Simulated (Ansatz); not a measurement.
**What a trial cell of Na relaxes into**

These are results of Ansatz, DFT PBEsol, scalar-relativistic, plane waves, PAW, not measurements. Cutoff 420 eV, Γ-centred k mesh, Gaussian smearing, no spin polarisation in the final step.

The start puts Na on the alpha-boron structure type (R-3m, No. 166), at a guessed volume.

```xyz
12
Lattice="4.3063 2.4863 7.3440 -4.3063 2.4863 7.3440 0.0000 -4.9725 7.3440" Properties=species:S:1:pos:R:3 pbc="T T T"
Na   -2.7708    1.5997    4.9498
Na    0.0000   -3.1994    4.9498
Na    2.7708    1.5997    4.9498
Na    2.7708   -1.5997   17.0822
Na   -2.7708   -1.5997   17.0822
Na    0.0000    3.1994   17.0822
Na   -1.7631    1.0179    7.8798
Na    0.0000   -2.0358    7.8798
Na    1.7631    1.0179    7.8798
Na    1.7631   -1.0179   14.1522
Na   -1.7631   -1.0179   14.1522
Na    0.0000    2.0358   14.1522
```

Cell and atoms relax at zero pressure; the relaxation can't lower the symmetry of the start. After a coarse first stage the cell is made exact in the group found at 0.06 Å.

Energies count from the standard state of Na at the same level.

Question: Which crystal results?

Answer: It keeps R-3m (No. 166), but not the shape of the type it started on. Conventional cell: a = 9.488 Å, c = 19.136 Å. Na on Wyckoff site h (6 atoms of the primitive cell) is coordinated by 6 Na at 3.42–3.44 Å; Na on Wyckoff site h (6 atoms of the primitive cell) has 7 Na at 3.42–3.68 Å and 2 Na at 4.16 Å.

```cif
data_structure
_symmetry_space_group_name_H-M 'R-3m:H'
_symmetry_Int_Tables_number 166
_cell_length_a 9.4884
_cell_length_b 9.4884
_cell_length_c 19.1356
_cell_angle_alpha 90.000
_cell_angle_beta 90.000
_cell_angle_gamma 120.000
_cell_volume 1491.96
loop_
_atom_site_label
_atom_site_type_symbol
_atom_site_symmetry_multiplicity
_atom_site_Wyckoff_symbol
_atom_site_fract_x
_atom_site_fract_y
_atom_site_fract_z
_atom_site_occupancy
Na1 Na 18 h 0.21276 0.78724 0.91393 1
Na2 Na 18 h 0.20415 0.79585 0.09242 1
```

Question: What are its volume, energy, density and gap?

Answer: The volume per atom is 41.44 Å³ and the density is 0.92 g/cm³. The energy over the standard structure is 0.13 eV/atom and the gap on the 6×6×6 mesh is 0 eV (a metal).

The final run used a 6×6×6 mesh on its 12-atom cell and 0.10 eV smearing. For metals, differences of a few meV/atom aren't resolved. Symmetry constrained the relaxation, so the result can be a saddle point. The steps took of the order of 9 core-minutes in all.